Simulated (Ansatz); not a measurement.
**How far each method lies from UCCSDTQ for HGeC⁺, triplet**

Geometry: that of the HGeC, quartet, kept fixed.

```xyz
3

Ge    0.0000   -0.0306    0.2699
C     0.0000    0.0546   -1.6749
H     0.0000    1.5546    0.5098
```

Basis cc-pVDZ; Ansatz 0.2.0. Correlated methods freeze the noble-gas cores and the filled d shells of p-block atoms, which leaves 8 electrons in 31 orbitals. R marks a restricted (for open shells ROHF) determinant, U an unrestricted one. Active spaces: valence = (8e, 9o) chosen from the atoms' valence shells. No spin–orbit coupling is included, and no scalar relativity.

Full CI isn't at hand for all of this; UCCSDTQ serves as the reference, and is uncertain by about the last step of the cluster series. The frozen core follows each run's orbitals, which can shift R against U totals by a few meV for light atoms and by up to 0.1 eV past Ca.

Coupled cluster chose its determinant by trial CCSD, here up to 0.26 eV above the lowest Hartree–Fock solution of its kind, and MP2 stands on that determinant too.

The UHF ⟨S²⟩ is 2.720 and the ⟨S²⟩ of the determinant under UCCSD is 2.038. The T1 diagnostic (RCCSD) is 0.0762. The largest doubles amplitude (RCCSD) is 0.141. The T1 diagnostic (UCCSD) is 0.0673.

Question: From what is known of these methods and the diagnostics, rank them by the size of their error in total energy against UCCSDTQ in cc-pVDZ, smallest first (an estimate: the text doesn't fix the numbers).
A. UMP2
B. UCCSDT(Q)
C. UCCSDT
D. UCCSD(T)
E. UCCSD

Answer: B (0.09 kcal/mol), C (0.52 kcal/mol), D (2.27 kcal/mol), E (8.13 kcal/mol), A (35.53 kcal/mol).

All errors are against UCCSDTQ in cc-pVDZ. Below it: UCCSDT(Q). With T1 at 0.076 and a doubles amplitude of 0.14 one determinant is a poor start. Within each family the higher level lies nearer, as is usual though not guaranteed.

Natural occupations of CASSCF (valence space) about the gap: 1.976 1.941 1.828 1.006 0.975 0.163 0.049 0.031 0.030; effectively unpaired electrons, Σ n²(2−n)², 2.22.
